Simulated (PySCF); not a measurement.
One molecule, one basis, several functionals.

Compound: P2H4.
SMILES: `PP`

Torsions of this conformer, `[PH2:1][PH2:2]`: H–P1–P2–H 178°, H–P1–P2–H 86°.

PySCF, pcSseg-2 basis, density fitting, gas phase, PBE0-D3(BJ)/def2-SVP geometry. One functional is left out:

| functional | exact exchange (%) | HOMO energy (eV) | LUMO energy (eV) |
| --- | --- | --- | --- |
| B97-D | 0 | -5.87 | -1.13 |
| BLYP | 0 | -5.75 | -1.09 |
| BP86 | 0 | -5.99 | -1.28 |
| LDA | 0 | -5.95 | -1.37 |
| OPBE | 0 | -5.91 | -1.14 |
| PBE | 0 | -5.89 | -1.21 |
| B3LYP | 20 | -6.75 | -0.58 |
| mPW1PW91 | 25 | -6.97 | -0.37 |

Question: Predict the row of PBE0 (25 % exact exchange) by straight lines through the other rows, and check it.

Answer: 
```json
{"property": "HOMO energy (eV)", "line": "-6.97", "computed": "-6.94", "computed − line": "+0.03", "mPW1PW91 (25 %), for comparison": "-6.97"}
{"property": "LUMO energy (eV)", "line": "-0.39", "computed": "-0.37", "computed − line": "+0.02", "mPW1PW91 (25 %), for comparison": "-0.37"}
```

Question: Which of these properties follows the share of exact exchange most closely, and which least?

Answer: Most closely the HOMO energy, least the LUMO energy; the correlations over the tabulated rows are HOMO energy -0.988, LUMO energy 0.967. The HOMO energy moves by -0.430 eV for every 10 %. Functionals with the same share still differ in their other parts: at 0 % BLYP and BP86 differ by 0.24 eV in it.
